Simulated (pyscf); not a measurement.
Structures and frequencies: ωB97X-D3(BJ)/def2-SVP in PySCF.

### Question
For the elementary gas-phase step SnH₂ (SMILES [SnH2]) [singlet] + H₂S (SMILES S) → HS–SnH: (SMILES [SH][SnH]) [singlet] + H₂ (SMILES [H][H]) (singlet surface; H–Sn, H–S broken, S–Sn, H–H formed), what barrier and reaction energy does HF/def2-TZVP give, measured from the separated reactants?

### Answer
ΔE‡ = 81.6 kJ/mol, ΔE = -73.9 kJ/mol. ωB97M-D3(BJ)/def2-TZVP gives 8.0 kJ/mol and -92.0 kJ/mol. Zero-point energy shifts the barrier by +6.5 kJ/mol. It is a four-centre exchange, with an imaginary mode of 1301i cm⁻¹. On the reactant side the descent ends in an adduct with a S–Sn contact, 69.0 kJ/mol under the separated species and 58.5 kJ/mol under the saddle at ωB97X-D3(BJ)/def2-TZVP. What is counted as formed (S–Sn) is already present as a longer contact in the reactant adduct; forming that adduct is a step of its own. At ωB97X-D3(BJ)/def2-TZVP the barrier from the zero used here is -10.6 kJ/mol. This is the saddle that the search found; another between the same sides may lie lower. Elements past Kr carry the def2 core potentials, without spin-orbit coupling.
